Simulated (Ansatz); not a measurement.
Working through a relaxed scan of one distance of C2H4S, SMILES C1CS1

Program: Ansatz 0.2.0, Python API.

`c2h4s.xyz`
```text
7

C    -0.49530    0.07230   -0.50290
C     0.59950   -0.05490    0.43030
S    -0.88130   -0.87830    0.84600
H    -0.43180   -0.38490   -1.47110
H    -1.06110    1.05980   -0.54790
H     0.87360    0.79710    1.06590
H     1.45780   -0.67910    0.13390
```

The cells in order, each with its output:

```python
import ansatz as az
import numpy as np
```

```python
geometry = az.Crystal.molecule_from_extxyz('c2h4s.xyz')
```

```python
calculation = (
    geometry.calculation()
    .basis(gaussian='def2-SVP')
    .functional('pbe')
)
symbols = [site.symbol for site in geometry.cartesian_sites]
pairs = [(0, 1), (0, 2), (0, 3), (0, 4), (1, 2), (1, 5)]
print('held (A)   E (eV)        ', '  '.join(f'{symbols[i]}{i}-{symbols[j]}{j}' for i, j in pairs))
for length in [1.56, 1.69, 1.83, 2.03, 2.29]:
    rep = calculation.relax(constraints=[az.DistanceConstraint((0, 2), at=length)], force_tolerance=0.02, max_steps=60).run().report
    xyz = np.array(rep['positions_ang'])
    print(f'{length:6.2f} {rep["free_energy_ev"]:14.5f}  ', '  '.join(f'{np.linalg.norm(xyz[i] - xyz[j]):.3f}' for i, j in pairs))
```

    held (A)   E (eV)         C0-C1  C0-S2  C0-H3  C0-H4  C1-S2  C1-H5
    DeckWarning: relax.constraints: the input's atoms, or those drawn, lie off the distances that are held; a relaxation that starts there is brought onto them ahead of its first SCF, by positions alone, [...]
      1.56   -12960.33626   1.503  1.560  1.114  1.114  1.787  1.101
      1.69   -12961.11158   1.496  1.690  1.108  1.108  1.807  1.103
      1.83   -12961.31054   1.489  1.830  1.104  1.104  1.827  1.104
      2.03   -12961.06157   1.483  2.030  1.100  1.100  1.851  1.105
      2.29   -12960.41924   1.483  2.290  1.100  1.100  1.880  1.106

What to keep in mind:
- Total energies depend on the basis set; only differences at equal settings carry meaning.
- Warnings are shown shortened and without file and line.
- The energies are electronic: no zero-point or thermal terms, and the basis set is short of its limit.
- It ran for 47 s on 1 thread of Arm Neoverse V1, with other jobs on the host, peak memory 0.19 GiB.
